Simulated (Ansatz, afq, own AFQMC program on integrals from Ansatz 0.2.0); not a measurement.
Two steps: Ansatz 0.2.0 writes the Fock matrix and Cholesky factors of the valence space, and afq projects on them the lowest state that overlaps trial and start.

```yaml
crystal:
  periodic: [false, false, false]
  atoms:
    - {symbol: N, position_ang: [0.000000, 0.000000, 0.660040]}
    - {symbol: C, position_ang: [0.000000, 0.000000, -0.576764]}
    - {symbol: H, position_ang: [0.000000, -0.937350, -1.149693]}
    - {symbol: H, position_ang: [0.000000, 0.937349, -1.149693]}
basis:
  gaussian: {orbitals: cc-pVTZ}
total_charge: 1
magnetization: {spin_polarized: false, initial_magnetization: 2}
correlation: {method: ccsd_t, electrons: outside_noble_gas, hamiltonian_folder: ham}
```

```sh
$ ansatz run in.yaml --threads 1 --pin off --events-out ev --progress --plain --max-ram 24576MiB --backend cuda --devices 0, --max-vram 18GiB
```

Options of the walk:

```
--method phaseless --trial cisd --walkers 600 --populations 10 --least-time 60 --time-step 0.005 --steps-per-block 50 --equilibration-blocks 28 --max-blocks 4000 --target-error 0.00019 --factor-cut 1e-05 --start spin_pure --seed 4837 --release-times 0.24,0.51,0.99,1.62,2.4 --release-step 0.03 --release-every 3 --taylor-order 6
```

Times are imaginary, in 1/Eh. The walk had a cap of 209 s. With eight or more populations the least sampling time is a fifth of least-time, and the error comes from their spread.

```
orbitals 86  electrons 6 4  factors 506 of 506
reference energy -93.05276917 Eh
CCSD correlation -0.29034288 Eh in 11 cycles, weight of the determinant in the CISD state 0.9011
energy of the start -93.343111 Eh
 block  time / (1/Eh)  mean weight  energy / Eh
     1     0.250  0.9990  -93.342045
     2     0.500  0.9986  -93.345760
     3     0.750  0.9996  -93.347307
     4     1.000  0.9993  -93.350094
     5     1.250  1.0001  -93.350394
     7     1.750  1.0015  -93.350965
     9     2.250  0.9998  -93.350870
    11     2.750  1.0002  -93.352651
    15     3.750  0.9995  -93.351450
    19     4.750  1.0009  -93.355071
    23     5.750  1.0001  -93.353960
    27     6.750  1.0000  -93.354142
    31     7.750  0.9990  -93.354460
    35     8.750  1.0000  -93.353280
    39     9.750  0.9994  -93.351662
    43    10.750  0.9998  -93.353431
    47    11.750  0.9991  -93.352844
    51    12.750  1.0000  -93.352586
    55    13.750  1.0010  -93.353969
    59    14.750  0.9995  -93.351251
    61    15.250  0.9995  -93.350668
    63    15.750  1.0008  -93.355601
    67    16.750  1.0009  -93.352521
    71    17.750  0.9996  -93.351815
    75    18.750  0.9997  -93.352294
    79    19.750  0.9990  -93.351343
    83    20.750  0.9997  -93.352527
    87    21.750  1.0008  -93.354133
    91    22.750  1.0000  -93.353279
    95    23.750  1.0008  -93.353948
    97    24.250  0.9984  -93.352962
error from the spread of 10 populations
released: time / (1/Eh)  energy / Eh  error  mean overlap
  0.24  -93.353237  0.000323  1.0037
  0.51  -93.353366  0.000256  1.0021
  0.99  -93.353808  0.000230  0.9834
  1.62  -93.354112  0.000198  0.9750
  2.40  -93.354513  0.000585  0.9538
energy -93.353013 +/- 0.000172 Eh
(rows thinned)
```

Question: Estimate how long the walk took on 1 × NVIDIA H100 80GB HBM3 with 2 threads of AMD EPYC 7R13 Processor (Zen 3), with other jobs on the host (the card was shared).

Answer: 35 s of wall time.

The run passed its tests (sampling time, drift between the halves within three errors, error under three times the target), which doesn't prove that it has relaxed.

Against this walk (error 4.7 meV) on the same determinant: CCSD(T) 16.2 meV higher, CCSDT(Q) 20.7 meV lower. The error is statistical and leaves out the bias of the constraint. The released energies are still falling (meV from the phaseless value at times in 1/Eh: -6 ± 9 at 0.24, -10 ± 7 at 0.51, -22 ± 6 at 0.99, -30 ± 5 at 1.62, -41 ± 16 at 2.40), so they give no level; they do show a bias of the constraint, and the last of them that isn't too noisy lies 9 meV below CCSDT(Q). CCSDT(Q) is the surest value here, so the walk's 21 meV above it is most likely the bias of the constraint with this trial, which can have either sign.

Cautions: constraint bias not in the error; another spin lies lower (by 2.36 eV).

CCSDT and higher add their correlation energy to the determinant of the CCSD(T) run, since their own runs factorise the integrals more tightly (a shift of under 2 meV). A walk keeps the symmetry of its determinant, which the program's search chose and which needn't be the lowest solution, so a lower state of the same spin and another symmetry isn't excluded.
